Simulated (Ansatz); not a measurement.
Calculated with Ansatz (gas phase, PBE0-D4/def2-TZVP geometries, no zero-point term in ΔE). CBS: MP2 limit from def2 TZ/QZ plus the TZ coupled-cluster correction, frozen cores. Each species was taken in one conformer, which may not be the lowest.

Reaction (isomerisation): `N=C1OC1N` → `C=NC(=N)O`

```tsv
species	HF/def2-SVP energy (Eh)
`N=C1OC1N`	-261.55224
`C=NC(=N)O`	-261.59818
```

Q: Work out ΔE.

A: ΔE = (-261.59818) − (-261.55224) = -0.04594 Eh = -120.6 kJ/mol. CCSD(T)/CBS gives -78.7 kJ/mol.

Largest T1 diagnostic among the species: 0.016.

From BLYP to BHLYP (50 % exact exchange), in def2-TZVPP and without D4, ΔE moves by −23.5 kJ/mol. At CCSD(T), def2-SVP lies −11.3 kJ/mol from the extrapolated value and def2-TZVPP −1.1 kJ/mol. In def2-TZVPP, CCSD(T) changes the Hartree–Fock value by +33.2 kJ/mol (the triples alone add +5.5 kJ/mol) and MP2 by +46.8 kJ/mol.
